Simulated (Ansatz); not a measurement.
The same path of BH4NO + H2 (9 atoms, charge 0, multiplicity 1) was run twice with different band settings. Lost on the way: H8–H9. Made: B1–H8, N2–H9.

All numbers below come from RKS PBE-D4/def2-SVP in Ansatz 0.2.0.

Relaxed end points:

```xyz
9
Properties=species:S:1:pos:R:3
B 0.183 -0.699 0.246
N 0.060 -0.167 1.547
H -0.838 -0.024 2.003
H 0.869 0.053 2.131
O 1.444 -0.903 -0.270
H 1.404 -1.258 -1.173
H -0.829 -0.963 -0.389
H -0.547 3.158 1.167
H -0.375 2.407 1.169
```

```xyz
9
Properties=species:S:1:pos:R:3
B 0.161 0.385 0.006
N -0.122 0.343 1.688
H -0.377 -0.597 2.026
H 0.746 0.617 2.172
O 1.316 -0.437 -0.217
H 1.054 -1.292 -0.592
H -0.919 -0.008 -0.463
H 0.379 1.593 -0.153
H -0.866 1.000 1.964
```

Common settings: movable images 7; climbing image yes; spring 5.0 eV/Å²; optimiser quadratic models (default); force threshold 0.05 eV/Å; iteration limit 60; end points relaxed.

| run | start path |
| --- | --- |
| 1 | through a guess of the saddle point |
| 2 | straight line |

Task: What does each run give, and how far can it be trusted?

Result: Run 1: converged after 29 iterations, highest image 1.697 eV above the first end. Neighbouring images differ by up to 1.3 eV, so the band resolves the path poorly. A vibrational analysis at the climbing image gives one clearly imaginary mode, 1273i cm⁻¹: a first-order saddle point.
Run 2: converged after 12 iterations, highest image 1.697 eV above the first end. Another band between the same ends (7 images) ends at a top of the same energy, where a vibrational analysis finds 1 clearly imaginary mode.
The orbitals stay closed-shell, which can raise the energy where a bond breaks towards radicals; this wasn't checked here.
